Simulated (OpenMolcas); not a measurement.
# triplet AlH3Cl−: a chain of runs

Wanted: the energy (UHF/STO-3G), then the energy (CASSCF(2,2)/STO-3G), then the energy (CASPT2(2,2)/STO-3G), then the energy (SC-NEVPT2(2,2)/STO-3G), then a single-point energy (MRCI(2,2)/STO-3G) of triplet AlH3Cl−. 

The results are computed with OpenMolcas 26.06.

3 further runs of the same task are left out: 1 for a known fault of the program, 2 set aside as unsound or not needed.

## Step 1: The structure to begin with

AlH3Cl− has 5 atoms, charge -1, and is taken as a triplet. As SMILES of the parent species, `[AlH3-][Cl]`. The shape comes from GFN2-xTB, which is rough for such elements, and wasn't checked as a minimum. That shape belongs to the parent species and isn't relaxed for this state.

Bond lengths: Al1–Cl2 2.098 Å, Al1–H3 1.609 Å, Al1–H4 1.608 Å, Al1–H5 1.608 Å. Angles: Cl2–Al1–H3 107.0°, Cl2–Al1–H4 107.0°, Cl2–Al1–H5 107.1°, H3–Al1–H4 111.8°, H3–Al1–H5 111.7°, H4–Al1–H5 111.8°.

## Step 2: A single-point energy at UHF/STO-3G (run 1)

input.xyz

```xyz
5

Al     0.109160    -0.000440    -0.082500
Cl    -1.562720    -0.002110     1.184250
H      0.226090     1.478490    -0.704190
H     -0.160190    -1.106410    -1.218300
H      1.387660    -0.369540     0.820730
```

step1.input

```
* AlClH3 Hartree-Fock

&GATEWAY
  BASLIB=$CurrDir
  COORD=input.xyz
  BASIS=STO-3G
  GROUP=NoSym

&SEWARD

&SCF
  UHF
  CHARGE=-1
  SPIN=3
  SCRAMBLE=0.25
  PRORBITALS=1 1
```

The basis set STO-3G is read from a file made from the Basis Set Exchange's data (not shown).

Run with:

```bash
$ export MOLCAS_MEM=1860
$ pymolcas step1.input > step1.log
```

Output:

```text
--- Start Module: gateway ---
[...]
--- Stop Module: gateway /rc=_RC_ALL_IS_WELL_ ---
--- Start Module: seward ---
[...]
      Basis functions           21
--- Stop Module: seward /rc=_RC_ALL_IS_WELL_ ---
--- Start Module: scf ---
[...]
       Convergence after  24 Iterations
[...]
::    Total SCF energy                               -694.8820350730
[...]
      Total spin, S                                     1.0010098635
[...]
      Total electronic charge=   34.000000
      Total            charge=   -1.000000
[...]
      Dipole Moment (debye):
      Origin of the operator (angstrom)=   -0.7732   -0.0013    0.5860
                   X= -9.1393E-01               Y=  1.9533E+00               Z= -9.4575E-03           Total=  2.1565E+00
      Center of Charge (angstrom)
[...]
--- Stop Module: scf /rc=_RC_ALL_IS_WELL_ ---
[...]
```

Wall time 2 s (1 thread of Arm Neoverse V1, shared host); peak memory 0.37 GiB.

## Step 3: The energy at CASSCF(2,2)/STO-3G (run 2)

input.xyz is that of step 2.

step2.input

```
* AlClH3 CASSCF
>>> EXPORT MOLCAS_PRINT=2
&GATEWAY
BasLib=$CurrDir
Coord=input.xyz
Basis=STO-3G
Group=NoSym
&SEWARD
&RASSCF
FileOrb=$CurrDir/step1.UnaOrb
Spin=3
Nactel=2 0 0
Inactive=16
Ras2=2
OrbListing=Nothing
```

The basis set STO-3G is read from a file made from the Basis Set Exchange's data (not shown).

Run with:

```bash
$ export MOLCAS_MEM=1860
$ pymolcas step2.input > step2.log
```

Output:

```text
--- Start Module: gateway ---
[...]
--- Stop Module: gateway /rc=_RC_ALL_IS_WELL_ ---
--- Start Module: seward ---
[...]
      Basis functions           21
--- Stop Module: seward /rc=_RC_ALL_IS_WELL_ ---
--- Start Module: rasscf ---
[...]
      Number of active orbitals                  2
[...]
      Spin quantum number                      1.0
[...]
      Active orbitals                            2
[...]
      Number of CSFs                             1
[...]
      Number of root(s) required                 1
[...]
      Convergence after 10 iterations
[...]
      printout of CI-coefficients larger than  0.05 for root  1
      energy=    -694.881380
      conf/sym  11     Coeff  Weight
             1  uu   1.00000 1.00000
      Natural orbitals and occupation numbers for root  1
      sym 1:   1.000000   1.000000
      ************************************************************************************************************************
      *                                                    Final results                                                     *
[...]
::    RASSCF root number  1 Total energy:   -694.88138032
[...]
      Total electronic charge=   34.000000
      Total            charge=   -1.000000
[...]
      Dipole Moment (debye):
      Origin of the operator (angstrom)=   -0.7732   -0.0013    0.5860
                   X= -9.1049E-01               Y=  1.9599E+00               Z= -1.4509E-02           Total=  2.1611E+00
      Center of Charge (angstrom)
[...]
--- Stop Module: rasscf /rc=_RC_ALL_IS_WELL_ ---
[...]
```

Wall time 1.8 s (1 thread of Arm Neoverse V1, shared host); peak memory 0.37 GiB.

## Step 4: A single-point energy at CASPT2(2,2)/STO-3G (run 3)

input.xyz is that of step 3.

step3.inp

```
&GATEWAY
 BasLib
 $CurrDir
 Coord
 input.xyz
 Basis
 STO-3G
 Group
 NoSym

&SEWARD

&RASSCF
 FileOrb
 $CurrDir/step2.RasOrb
 Spin
 3
 Nactel
 2 0 0
 Inactive
 16
 Ras2
 2
 OrbListing
 Nothing

&CASPT2
 Imaginary
 0.1
 Frozen
 10
```

The basis set STO-3G is read from a file made from the Basis Set Exchange's data (not shown).

Run with:

```bash
$ export MOLCAS_MEM=1860
$ pymolcas step3.inp > step3.log
```

Output:

```text
--- Start Module: gateway ---
[...]
--- Stop Module: gateway /rc=_RC_ALL_IS_WELL_ ---
[...]
      Basis functions           21
[...]
--- Start Module: rasscf ---
[...]
      Number of active orbitals                  2
[...]
      Spin quantum number                      1.0
[...]
      Active orbitals                            2
[...]
      Number of CSFs                             1
[...]
      Number of root(s) required                 1
[...]
      Convergence after  4 iterations
[...]
      printout of CI-coefficients larger than  0.05 for root  1
      energy=    -694.881380
      conf/sym  11     Coeff  Weight
             1  uu   1.00000 1.00000
      Natural orbitals and occupation numbers for root  1
      sym 1:   1.000000   1.000000
      ************************************************************************************************************************
      *                                                    Final results                                                     *
[...]
::    RASSCF root number  1 Total energy:   -694.88138032
[...]
      Total electronic charge=   34.000000
      Total            charge=   -1.000000
[...]
      Dipole Moment (debye):
      Origin of the operator (angstrom)=   -0.7732   -0.0013    0.5860
                   X= -9.1064E-01               Y=  1.9599E+00               Z= -1.4408E-02           Total=  2.1612E+00
      Center of Charge (angstrom)
[...]
--- Stop Module: rasscf /rc=_RC_ALL_IS_WELL_ ---
--- Start Module: caspt2 ---
[...]
 ###    WARNING: User changed nr of frozen orbitals.                         ###
 ###############################################################################
[...]
      E2 (Variational):          -0.0272705795
      Total energy:            -694.9086509034
[...]
      Reference weight:           0.98408
[...]
::    CASPT2 Root  1     Total energy:   -694.90865090
[...]
--- Stop Module: caspt2 /rc=_RC_ALL_IS_WELL_ ---
[...]
```

It took 1.8 s on 1 thread of Arm Neoverse V1, shared host; peak memory 0.37 GiB.

## Step 5: A single-point energy at SC-NEVPT2(2,2)/STO-3G (run 4)

input.xyz is that of step 4.

step4.inp

```
>>> EXPORT MOLCAS_PRINT=2

&gateway
 baslib = $CurrDir
 coord = input.xyz
 basis = STO-3G
 group = NoSym

&seward

&rasscf
 fileorb = $CurrDir/step2.RasOrb
 spin = 3
 nactel = 2 0 0
 inactive = 16
 ras2 = 2
 orblisting = Nothing

&caspt2
 sc-nevpt2
 frozen = 10
```

The basis set STO-3G is read from a file made from the Basis Set Exchange's data (not shown).

Run with:

```bash
$ export MOLCAS_MEM=1860
$ pymolcas step4.inp > step4.log
```

Output:

```text
--- Start Module: gateway ---

                                              &GATEWAY

                       available to each process: 1.9 GB of memory, 1 thread

 Basis Set     1 Label: AL.STO-3G
 Basis set is read from library:.
 basistype.tbl is not found

 Basis Set     2 Label: CL.STO-3G
 Basis set is read from library:.
 basistype.tbl is not found

 Basis Set     3 Label: H.STO-3G
 Basis set is read from library:.
 basistype.tbl is not found

++    Symmetry information:
      ---------------------

                    Character Table for C1

                             E
                    a        1  x, y, xy, Rz, z, xz, Ry, yz, Rx, I
--

++    Basis set information:
      ----------------------

      Basis set label: AL.STO-3G.........

      Electronic valence basis set:
      ------------------
      Associated Effective Charge  13.000000 au
      Associated Actual Charge     13.000000 au
      Nuclear Model: Point charge

      Shell  nPrim  nBasis  Cartesian Spherical Contaminant
         s       9       3        X
[... 115 lines left out ...]
      Nuclear repulsion energy =   78.19668976
[... 76 lines left out ...]
      Convergence after  4 iterations
[... 10 lines left out ...]
      printout of CI-coefficients larger than  0.05 for root  1
[... 1 line left out ...]
      conf/sym  11     Coeff  Weight
[... 6 lines left out ...]
      *                                                    Final results                                                     *
[... 6 lines left out ...]
      RASSCF energy for state  1                   -694.88138032
[... 12 lines left out ...]
::    RASSCF root number  1 Total energy:   -694.88138032
[... 29 lines left out ...]
      Dipole Moment (debye):
[... 30 lines left out ...]
      Spin density orbitals for root   1 are written to the SPDORB.1 file
[... 56 lines left out ...]
      Imaginary shift                            0.00
[... 11 lines left out ...]
++ NEVPT2 computation for group   1

********************************************************************************
 Multi-State initialization phase begins for group   1
--------------------------------------------------------------------------------
********************************************************************************
 Compute H0 matrices for state    1
--------------------------------------------------------------------------------
--------------------------------------------------------------------------------
 H0 matrices have been computed.

********************************************************************************
  NEVPT2 EQUATION SOLUTION
--------------------------------------------------------------------------------
 ###############################################################################
 ###    Location: AixRd                                                      ###
 ###    File: LUCIEX                                                         ###
 ###    Premature abort while reading buffer from disk                       ###
 ###    End of file reached                                                  ###
 ###############################################################################

--- Stop Module: caspt2 /rc=-6 ---

.########################.
.# Non-zero return code #.
.########################.

    Timing: Wall=1.50 User=1.15 System=0.34
```

Run time: 1.7 s. Hardware: 1 thread of Arm Neoverse V1, shared host; peak memory 0.37 GiB.

The run ended with an error.

## Step 6: A single-point energy at MRCI(2,2)/STO-3G (run 5)

input.xyz is that of step 5.

step5.inp

```
&gateway
baslib=$CurrDir
coord=input.xyz
basis=STO-3G
group=NoSym
&seward
&rasscf
fileorb=$CurrDir/step2.RasOrb
spin=3
nactel=2 0 0
inactive=16
ras2=2
orblisting=Nothing
&motra
lumorb
frozen=10
&guga
electrons=14
spin=3
inactive=6
active=2
ciall=1
&mrci
sdci
```

The basis set STO-3G is read from a file made from the Basis Set Exchange's data (not shown).

Run with:

```bash
$ export MOLCAS_MEM=1860
$ pymolcas step5.inp > step5.log
```

Output:

```text
--- Start Module: gateway ---
[...]
--- Stop Module: gateway /rc=_RC_ALL_IS_WELL_ ---
[...]
      Basis functions           21
[...]
      Number of active orbitals                  2
[...]
      Spin quantum number                      1.0
[...]
      Active orbitals                            2
[...]
      Number of CSFs                             1
[...]
      Number of root(s) required                 1
[...]
      Convergence after  4 iterations
[...]
      printout of CI-coefficients larger than  0.05 for root  1
      energy=    -694.881380
      conf/sym  11     Coeff  Weight
             1  uu   1.00000 1.00000
      Natural orbitals and occupation numbers for root  1
      sym 1:   1.000000   1.000000
      ************************************************************************************************************************
      *                                                    Final results                                                     *
[...]
::    RASSCF root number  1 Total energy:   -694.88138032
[...]
      Dipole Moment (debye):
      Origin of the operator (angstrom)=   -0.7732   -0.0013    0.5860
                   X= -9.1064E-01               Y=  1.9599E+00               Z= -1.4408E-02           Total=  2.1612E+00
      Center of Charge (angstrom)
[...]
      *** WARNING: Default frozen orbitals is overwritten by user input.
      *** Default values:   7
[...]
--- Start Module: guga ---
[...]
--- Stop Module: guga /rc=_RC_ALL_IS_WELL_ ---
--- Start Module: mrci ---
[...]
       (But an ACPF correction will be computed)
       USE THE DEFAULT ACPF G-VALUE GFAC=  0.14285714285714285
[...]
                      CI ENERGY:  -694.92578538
[...]
                ACPF CORRECTION:    -0.00592049
[...]
      Total electronic charge=   34.000000
      Total            charge=   -1.000000
[...]
     ACPF CORRECTION:     -0.00592049
[...]
  CI State   1     Total energy:   -694.92578538     QDav:     -0.00706421     QACPF:     -0.00592049
[...]
--- Stop Module: mrci /rc=_RC_ALL_IS_WELL_ ---
[...]
```

Wall time 1.9 s (1 thread of Arm Neoverse V1, shared host); peak memory 0.37 GiB.

## Step 7: Outcome

```
                                             quantity                value
                      run 1, UHF/STO-3G: total energy        -694.88204 Eh
run 1, UHF/STO-3G: HOMO energy (highest over α and β)              9.30 eV
 run 1, UHF/STO-3G: LUMO energy (lowest over α and β)              9.77 eV
                              run 1, UHF/STO-3G: ⟨S²⟩                2.003
              run 2, CASSCF(2,2)/STO-3G: total energy        -694.88138 Eh
              run 3, CASPT2(2,2)/STO-3G: total energy        -694.90865 Eh
                run 5, MRCI(2,2)/STO-3G: total energy        -694.92579 Eh
                         run 4, SC-NEVPT2(2,2)/STO-3G  no result (crashed)
```

**Reading.** The HOMO (run 1, UHF/STO-3G) lies at positive energy, 9.30 eV: the electron is unbound at this level or held by a compact basis; values depend on the basis. Mulliken charges (run 2, CASSCF(2,2)/STO-3G) run from -0.70 on Cl2 to +0.53 on Al1. Mulliken charges (run 5, MRCI(2,2)/STO-3G) of the CASSCF density run from -0.70 on Cl2 to +0.53 on Al1; they depend strongly on the basis. 1 of the 5 runs did not end normally.
